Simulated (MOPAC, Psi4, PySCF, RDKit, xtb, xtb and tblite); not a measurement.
Torsional profile of C4H6, SMILES C=CC=C. Scanned: dihedral C1–C2–C3–C4; all other coordinates were relaxed at GFN2-xTB. Points at φ and −φ are mirror images.

Geometry of the scan point at -90° (Å):
```
10

C     -1.8289     0.0485     0.3221
C     -0.6822     0.0186    -0.3316
C      0.6395    -0.0418     0.3147
C      1.3470     1.0176     0.6614
H     -1.8627     0.0575     1.3992
H     -2.7773     0.0762    -0.1874
H     -0.6679     0.0002    -1.4159
H      1.0351    -1.0402     0.4655
H      0.9740     2.0175     0.5106
H      2.3187     0.9322     1.1179
```

- GFN2-xTB (xtb and tblite)
- MMFF94 // GFN2-xTB (RDKit)
- PBE0/def2-TZVP // GFN2-xTB (Psi4)
- PBE0-D3(BJ)/def2-TZVP // GFN2-xTB (Psi4)
- PBE/def2-TZVP // GFN2-xTB (Psi4)
- PBE-D3(BJ)/def2-TZVP // GFN2-xTB (Psi4)
- MP2/cc-pVTZ = DF-MP2 (frozen core)/cc-pVTZ // GFN2-xTB run with Psi4 1.11
- HF/cc-pVTZ // GFN2-xTB (Psi4)
- UFF // GFN2-xTB (RDKit)
- PM3, restricted, heats of formation // GFN2-xTB (MOPAC)
- PM7, restricted, heats of formation // GFN2-xTB (MOPAC)
- GFN1-xTB // GFN2-xTB (xtb)
- RKS-B3LYP/6-31G* = restricted B3LYP/6-31G*, spherical d // GFN2-xTB (PySCF)
- RHF/STO-3G = restricted Hartree-Fock/STO-3G // GFN2-xTB (PySCF 2.14.0)
- RHF/LANL2DZ = restricted Hartree-Fock/LANL2DZ // GFN2-xTB (PySCF)
- RKS-BP86/6-31G* = restricted BP86/6-31G*, spherical d // GFN2-xTB run with PySCF

Least-squares fit of E(φ) = a0 + Σ (a_n cos nφ + b_n sin nφ), n = 1 to 4, to the 12 scan points, in kJ/mol above the lowest point of each profile (levels whose profile four harmonics don't fit are not listed):

| method | a0 | a1 | b1 | a2 | b2 | a3 | b3 | a4 | b4 | rms of fit |
|---|---|---|---|---|---|---|---|---|---|---|
| GFN2-xTB | 12.34 | 2.29 | 0.00 | -9.01 | 0.00 | 2.24 | 0.00 | 1.16 | 0.00 | 0.02 |
| MMFF94 | 15.11 | 1.06 | 0.00 | -9.01 | 0.00 | 6.36 | 0.00 | 1.02 | 0.00 | 0.28 |
| PBE0/def2-TZVP | 17.36 | 4.05 | 0.00 | -10.27 | 0.00 | 4.79 | 0.00 | 1.34 | 0.00 | 0.24 |
| PBE0-D3(BJ)/def2-TZVP | 17.10 | 3.78 | 0.00 | -10.29 | 0.00 | 4.81 | 0.00 | 1.37 | 0.00 | 0.24 |
| PBE/def2-TZVP | 18.28 | 4.25 | 0.00 | -11.25 | 0.00 | 4.65 | 0.00 | 1.46 | 0.00 | 0.24 |
| PBE-D3(BJ)/def2-TZVP | 18.03 | 3.95 | 0.00 | -11.31 | 0.00 | 4.67 | 0.00 | 1.50 | 0.00 | 0.23 |
| MP2/cc-pVTZ | 15.86 | 3.21 | 0.00 | -9.57 | 0.00 | 4.83 | 0.00 | 1.40 | 0.00 | 0.22 |
| HF/cc-pVTZ | 16.02 | 4.45 | 0.00 | -7.68 | 0.00 | 5.29 | 0.00 | 0.85 | 0.00 | 0.33 |
| UFF | 19.44 | 4.78 | 0.00 | -16.12 | 0.00 | 0.71 | 0.00 | 3.04 | 0.00 | 0.57 |
| PM3 | 4.18 | 0.46 | 0.00 | -2.77 | 0.00 | 0.86 | 0.00 | -0.09 | 0.00 | 0.24 |
| PM7 | 3.65 | 0.85 | 0.00 | -1.91 | 0.00 | 0.83 | 0.00 | 0.09 | 0.00 | 0.22 |
| GFN1-xTB | 10.47 | 0.99 | 0.00 | -8.51 | 0.00 | 1.96 | 0.00 | 0.95 | 0.00 | 0.02 |
| RKS-B3LYP/6-31G* | 18.35 | 3.94 | 0.00 | -11.51 | 0.00 | 4.73 | 0.00 | 1.38 | 0.00 | 0.26 |
| RHF/STO-3G | 11.94 | 1.44 | 0.00 | -9.22 | 0.00 | 2.11 | 0.00 | 0.70 | 0.00 | 0.14 |
| RHF/LANL2DZ | 16.50 | 3.78 | 0.00 | -9.50 | 0.00 | 4.43 | 0.00 | 0.80 | 0.00 | 0.26 |
| RKS-BP86/6-31G* | 19.31 | 4.17 | 0.00 | -12.37 | 0.00 | 4.74 | 0.00 | 1.53 | 0.00 | 0.26 |
